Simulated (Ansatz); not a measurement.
# C3H6O2: the cost of one run

Program: Ansatz 0.2.0. Level of theory: RKS PBE0/def2-SVP. These are calculated values, not measurements.

**1. Starting point**

Bond lengths: C1–C2 1.303 Å, C2–O3 1.366 Å, O3–C4 1.450 Å, C4–O5 1.405 Å, C1–H6 1.083 Å, C1–H7 1.128 Å, C2–H8 1.060 Å, C4–H9 1.156 Å, C4–H10 1.061 Å, O5–H11 0.955 Å. Angles: C1–C2–O3 130.0°, C1–C2–H8 121.5°, O3–C2–H8 108.3°, C2–C1–H6 123.5°, C2–C1–H7 123.1°, H6–C1–H7 112.9°, C2–O3–C4 118.3°, O3–C4–O5 108.9°, O3–C4–H9 104.8°, O3–C4–H10 112.2°, O5–C4–H9 108.9°, O5–C4–H10 114.2°, H9–C4–H10 107.4°, C4–O5–H11 105.4°.

Coordinates:

```xyz
11

C    -0.6249   -0.0077    1.6708
C    -0.3371   -0.9393    0.8060
O     0.1958   -0.8402   -0.4477
C     0.5836    0.4718   -0.9284
O     1.0900    0.3461   -2.2333
H    -1.1137   -0.2006    2.6177
H    -0.5042    1.0927    1.4548
H    -0.4470   -1.9669    1.0411
H    -0.4013    1.0756   -0.9649
H     1.2365    0.9686   -0.2551
H     0.3877   -0.0571   -2.7403
```

**2. Relaxing end A**

input.yaml reads:

```yaml
crystal:
  periodic: [false, false, false]
  atoms:
    - { symbol: C, position_ang: [-0.6249, -0.0077, 1.6708] }
    - { symbol: C, position_ang: [-0.3371, -0.9393, 0.806] }
    - { symbol: O, position_ang: [0.1958, -0.8402, -0.4477] }
    - { symbol: C, position_ang: [0.5836, 0.4718, -0.9284] }
    - { symbol: O, position_ang: [1.09, 0.3461, -2.2333] }
    - { symbol: H, position_ang: [-1.1137, -0.2006, 2.6177] }
    - { symbol: H, position_ang: [-0.5042, 1.0927, 1.4548] }
    - { symbol: H, position_ang: [-0.447, -1.9669, 1.0411] }
    - { symbol: H, position_ang: [-0.4013, 1.0756, -0.9649] }
    - { symbol: H, position_ang: [1.2365, 0.9686, -0.2551] }
    - { symbol: H, position_ang: [0.3877, -0.0571, -2.7403] }
basis:
  gaussian: { orbitals: def2-SVP }
hamiltonian:
  xc: pbe0
relax:
  f_tol: 0.015
  max_steps: 40
```

Started as:

```
> ansatz run input.yaml --threads 2 --pin off --max-ram 3072MiB --backend cpu --events-out ev --progress --plain --runs-dir out
```

Q: Estimate wall time and peak memory on 2 threads of Intel Xeon Platinum 8488C (Sapphire Rapids), shared host.

About 15 s, with a peak of 0.22 GiB.
